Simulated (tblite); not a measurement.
Species: C2H4F2O.
Structure used (GFN2-xTB), in Å, numbered top down from 1:
```xyz
9
C2H4F2O angstrom
C      1.1737   -0.1934    0.1985
O     -0.1531   -0.6376    0.4403
C     -1.1056    0.1418   -0.1037
F     -1.1568    0.0078   -1.4600
F     -2.2973   -0.2540    0.3547
H      1.4055   -0.2196   -0.8691
H      1.3174    0.8218    0.5818
H      1.8161   -0.8876    0.7329
H     -0.9862    1.2268    0.0994
```

Computed values, GFN2-xTB/tblite, gas phase, harmonic and unscaled. The method is semi-empirical: single wavenumbers can be off by several per cent or more. One conformer, not necessarily the lowest.

Harmonic wavenumbers (cm⁻¹): 90.0, 169.8, 276.0, 430.0, 509.0, 605.8, 961.6, 1018.4, 1083.9, 1124.9, 1138.7, 1189.7, 1276.6, 1302.3, 1397.1, 1454.0, 1467.4, 2812.6, 2942.9, 2968.5, 3051.6.

A = 9505, B = 4052, C = 3073 MHz; mass 82.023 u (most abundant isotopes); point group C1, symmetry number 1.

Task: Zero-point energy?

Result: Half the sum of the wavenumbers: 13635 cm⁻¹ = 38.99 kcal/mol.

Task: What is S at 350 K and 1 bar for an ideal gas of classical rigid rotors and harmonic oscillators?

Result: Translation 39.95, rotation 25.89, vibration 12.14: S = 78.0 cal/(mol K).

Task: And Cp and H(350 K) − H(0)?

Result: Cp = 21.73 cal/(mol K), of which vibrations give 13.78 (their classical limit is 21 R = 41.7); H(350 K) − H(0) = 5.12 kcal/mol without the zero-point energy, 2.34 from vibrations.

Task: How do the functions run with temperature in this model?

Result: 
```
T (K)  S (cal/(mol K))  Cp (cal/(mol K))  H − H(0) (kcal/mol)  G − H(0) (kcal/mol)  ln q(vib)
  100             58.4              11.8                 0.96                -4.88       0.43
  200             67.7              15.6                 2.33               -11.22       1.33
  300             74.8              19.6                 4.09               -18.35       2.27
  500             86.7              27.5                 8.83               -34.54       4.20
  800            101.6              35.4                18.38               -62.86       7.11
 1000            109.8              38.7                25.81               -84.02       8.95
```

q(vib) and H(0) count from the zero-point level.

Task: Which modes carry the vibrational entropy at 350 K?

Result: 90.0 cm⁻¹: 3.97; 169.8 cm⁻¹: 2.74; 276.0 cm⁻¹: 1.84; 430.0 cm⁻¹: 1.10; 509.0 cm⁻¹: 0.85; 605.8 cm⁻¹: 0.62 cal/(mol K); the other 15 give 1.02 together.

Task: Blend soft modes into free rotors: weight 1/[1 + (100 cm⁻¹/ν̃)⁴] for the oscillator and the rest for a rotor with moment μB/(μ + B), μ = h/(8π²ν), B = 10⁻⁴⁴ kg m². What vibrational entropy results?

Result: 11.60 cal/(mol K) in place of 12.14, which changes −T·S at 350 K by +0.19 kcal/mol.

Hindered rotation and anharmonicity are outside this model. Other conformers, if any are populated, would add a mixing term that is left out. The structure is chiral; the term R ln 2 for an equal mix with its mirror image is left out.
